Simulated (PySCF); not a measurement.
Molecule: `C=C1C=C1C`, C$_{5}$H$_{6}$.

Bonds (- single, = double, # triple, : aromatic): C1=C2, C2-C3, C3=C4, C4-C5, C4-C2. C1 carries H6, H7; C3 carries H8; C5 carries H9, H10, H11. H7 is cis to C3; H6 is trans to C3.

Frames of a GFN2-xTB Langevin trajectory at 300 K; GIAO PBE0/pcSseg-1 shieldings in PySCF 2.14, gas phase, non-relativistic; equivalent atoms averaged within each frame.

Chemical shifts δ = σref − σ; TMS for ¹³C (σ = 186.93 ppm), ¹H (σ = 31.72 ppm), all at this level. The references are static minima.

Task: How do the shifts (ppm) fluctuate along the trajectory?

Result: 
| time (fs) | C4 | C3 | C2 | C1 | C5 | H8 | H6 | H7 | H9/H10/H11 |
| --- | --- | --- | --- | --- | --- | --- | --- | --- | --- |
| 250 | 150.3 | 137.5 | 130.8 | 62.8 | 16.8 | 7.88 | 4.03 | 3.83 | 3.19 |
| 425 | 156.2 | 140.6 | 122.2 | 62.0 | 17.6 | 7.89 | 4.52 | 4.24 | 2.61 |
| 625 | 152.7 | 151.0 | 130.9 | 66.7 | 18.3 | 8.52 | 3.51 | 4.35 | 2.96 |
| 800 | 157.6 | 128.4 | 126.9 | 57.7 | 7.3 | 6.77 | 2.75 | 4.16 | 1.93 |
| 1000 | 160.0 | 124.1 | 130.1 | 63.5 | 7.5 | 7.10 | 4.08 | 3.64 | 2.32 |
| mean of frames | 155.4 | 136.3 | 128.2 | 62.5 | 13.5 | 7.63 | 3.78 | 4.04 | 2.60 |
| standard deviation | 3.9 | 10.6 | 3.7 | 3.2 | 5.6 | 0.70 | 0.68 | 0.30 | 0.50 |

5 frames give an uncertainty of the mean of about the standard deviation over 2.2 at best, since frames this close in time may not be independent; classical motion lacks zero-point vibration, and the reference would need the same averaging.
